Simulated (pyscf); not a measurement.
# Four-centre exchange: HO–SiH₂–F + NH₃ → H₂O + H₂N–SiH₂–F

Gas phase, singlet surface, charge 0. Bonds broken: O1–Si2, N7–H8. Bonds formed: O1–H8, Si2–N7. Single points on ωB97X-D3(BJ)/def2-SVP structures (PySCF, gas phase). Correlated levels are frozen-core, on RHF or UHF. ΔMP2 is the change of the MP2 total energy from the triple- to the quadruple-zeta basis.

Transition state (Å):

```xyz
10

O     -1.6689     0.6901    -0.3623
Si    -0.2775     0.1315     0.9290
F      1.0950    -0.3761     1.7253
H     -2.4123     0.0871    -0.4786
H     -1.0842    -1.0953     1.1820
H     -0.4428     1.4375     1.6069
N      0.5430     0.2347    -0.7620
H     -0.6350     0.4905    -1.0556
H      1.2350     0.9800    -0.8504
H      0.9777    -0.6350    -1.0719
```

One imaginary mode, 1136i cm⁻¹; descent along it reached the two sides named, in the forms told below.

| bond | change | reactant side (Å) | saddle | product side |
|---|---|---|---|---|
| O1–Si2 | breaks | 1.685 | 1.979 | 3.0 |
| N7–H8 | breaks | 1.020 | 1.241 | 2.061 |
| O1–H8 | forms | 2.313 | 1.261 | 0.973 |
| Si2–N7 | forms | 2.255 | 1.882 | 1.739 |

Electronic energies relative to the separated reactants (kcal/mol):

```
level                             barrier  reaction energy  reverse barrier
--------------------------------  -------  ---------------  ---------------
ωB97X-D3(BJ)/def2-TZVP               23.3             +9.5             13.7
PBE/def2-TZVP                        19.6             +9.7              9.8
r²SCAN/def2-TZVP                     21.7            +10.6             11.1
B3LYP-D3(BJ)/def2-TZVP               24.4            +10.2             14.3
PBE0-D3(BJ)/def2-TZVP                20.6             +9.3             11.3
M06-2X/def2-TZVP                     23.5            +10.2             13.3
ωB97M-D3(BJ)/def2-TZVP               23.8             +9.9             13.9
HF/def2-TZVP                         43.0            +11.5             31.5
MP2/def2-QZVPP                       25.0             +9.3             15.7
CCSD/def2-TZVPP                      29.0             +9.9             19.1
CCSD(T)/def2-TZVPP                   26.5             +9.8             16.6
CCSD(T)/def2-TZVPP + ΔMP2(QZVPP)     26.6             +9.4             17.2
```

With CCSD(T)/def2-TZVPP + ΔMP2(QZVPP) energies and thermal terms (ideal gas, 1 atm, RRHO with modes under 100 cm⁻¹ raised to 100, one conformer, R ln 2 for chiral ones without a mode under 150 cm⁻¹), in kcal/mol:

```csv
T (K),ΔH‡,ΔG‡,ΔH,ΔG
298,25.4,36.7,+9.0,+9.3
600,25.6,48.1,+9.4,+9.5
900,26.3,59.3,+9.6,+9.5
1200,27.1,70.1,+9.6,+9.5
```

On the reactant side the descent ends in an adduct with a N–Si contact, 4.4 kcal/mol under the separated species and 27.7 kcal/mol under the saddle at ωB97X-D3(BJ)/def2-TZVP. On the product side the descent ends in a complex, 4.6 kcal/mol under the separated species and 18.4 kcal/mol under the saddle at ωB97X-D3(BJ)/def2-TZVP. What is counted as formed (N–Si) is already present as a longer contact in the reactant adduct; forming that adduct is a step of its own. This is the saddle that the search found; another between the same sides may lie lower. The CCSD(T) − MP2 part came from Ansatz, without density fitting, on the same reference.
